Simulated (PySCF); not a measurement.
PO: one state, many levels of theory

State: ²Π (doublet), unpaired electrons π ↑. Set-up: P def2-TZVPP, O def2-TZVPP; no relativity (PySCF 2.14). De refers to P + O in their high-spin ground configurations, without counterpoise correction. The functionals are run spin-unrestricted. A positive dipole means P(−)O(+). Levels whose curve was spin-contaminated or gave no clean fit are not listed.

| Level | Re (Å) | ωe (cm⁻¹) | De (eV) | μ (D) | CPU s a point (SCF and correlation, without the integrals) |
| --- | --- | --- | --- | --- | --- |
| UHF | 1.441 | 1436 | 2.67 | -2.48 | 0.58 |
| UHF-CCSD | 1.476 | 1283 | 5.42 | n/a | n/a |
| UHF-CCSD(T) | 1.488 | 1224 | 5.75 | n/a | 17 |
| PBE | 1.497 | 1200 | 6.63 | -1.90 | 0.97 |
| BLYP | 1.500 | 1181 | 6.61 | -1.99 | 1.1 |
| r²SCAN | 1.482 | 1252 | 6.14 | -1.93 | 1.6 |
| TPSSh | 1.484 | 1247 | 5.98 | -1.95 | 2.1 |
| PBE0 | 1.474 | 1288 | 5.99 | -2.05 | 1.6 |
| B97-3 | 1.475 | 1289 | 6.26 | -2.07 | 1 |
| M06 | 1.471 | 1299 | 6.20 | -2.15 | 7.8 |
| CAM-B3LYP | 1.469 | 1304 | 6.23 | -2.19 | 2.9 |

The bond length runs from 1.441 Å (UHF) to 1.500 Å (BLYP). De spans 2.67 eV (UHF, mean field) to 6.63 eV (PBE, GGA). Correlation at CCSD(T) changes the Hartree–Fock bond energy by +3.08 eV; the triples alone change it by +0.33 eV.

Correlated steps freeze 6 core orbitals. The state was picked by a PBE0 search and need not be the measured ground state.

The whole job (state search and all levels along the bond) took about 6.9 min on 1 thread of Arm Neoverse V2 (shared host), peak memory 1.6 GiB.
